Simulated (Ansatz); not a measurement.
**HSiC, doublet: vertical spin and charge gaps**

Geometry (PBE0/def2-TZVP stationary point for this spin, not checked as a minimum):

```
atom   x (Å)   y (Å)    z (Å)
  Si  0.0000  0.0000   0.0756
   C  0.0000  0.0000  -1.6507
   H  0.0000  0.0000   1.5751
```

Basis cc-pVDZ; Ansatz 0.2.0. Correlated methods freeze the noble-gas cores. Prefix R: restricted or restricted open-shell reference; prefix U: unrestricted. Active spaces: valence = (9e, 9o) chosen from the atoms' valence shells.

Gaps are energies of the second state less the first, at fixed atoms, for a selection of the levels run; each method lands on the state that its own search finds for that charge and spin.

HF rows: RHF is the determinant under the cluster runs. Coupled cluster chose its determinant by a search with trial CCSD, here up to 0.52 eV above the lowest Hartree–Fock solution of its kind, and MP2 stands on that determinant too. For open shells CISD is restricted-active-space CI with the open shells as a complete middle space. The largest doubles amplitude grows up the series, to 0.34: the determinant mixes near-degenerate terms, and the last step may understate the doubt.

**Question.** PBE gives 2.440 eV for quartet less doublet. Estimate what UCCSDTQ gives in cc-pVDZ.

**Answer.** UCCSDTQ in cc-pVDZ gives 2.485 eV, so against it PBE is off by -0.045 eV, of which a good part can be the reference's own basis and frozen-core error.

```
    level  gap (eV)  error (meV)
      RHF     1.306        -1179
     RMP2     2.641          156
    RCCSD     2.370         -115
    UCCSD     2.369         -116
 RCCSD(T)     2.545           60
 UCCSD(T)     2.549           64
  BCCD(T)     2.542           57
   RCCSDT     2.482           -3
   UCCSDT     2.485            0
RCCSDT(Q)     2.496           11
UCCSDT(Q)     2.502           17
  RCCSDTQ     2.485            0
   r2SCAN     2.270         -215
     PBE0     2.178         -307
  RPA-PBE     2.549           64
```

Removing an electron, to the triplet: 8.955 eV at UCCSDTQ.

| level | gap (eV) | error (meV) |
| --- | --- | --- |
| RMP2 | 9.023 | 68 |
| CISD | 8.543 | -412 |
| RCCSD | 8.802 | -153 |
| UCCSDT | 8.935 | -20 |
| CASSCF (valence space) | 8.227 | -728 |
| NEVPT2 (valence space) | 8.814 | -141 |
| MRCISD (valence space) | 8.883 | -72 |
| MRCISD+Q (valence space) | 8.960 | 5 |
| r2SCAN | 9.088 | 133 |
| RPA-PBE | 9.036 | 81 |

In so small a basis the reference is far from its limit while semilocal and hybrid functionals are nearer theirs (RPA and double hybrids share part of the reference's basis error), so the functionals' errors here hold much of the reference's basis and frozen-core error, which can add to them or hide them.

Full CI isn't at hand for all of this; UCCSDTQ serves as the reference, and is uncertain by the last step of the cluster series or more. The frozen core follows each run's orbitals, which can shift R against U totals by a few meV.
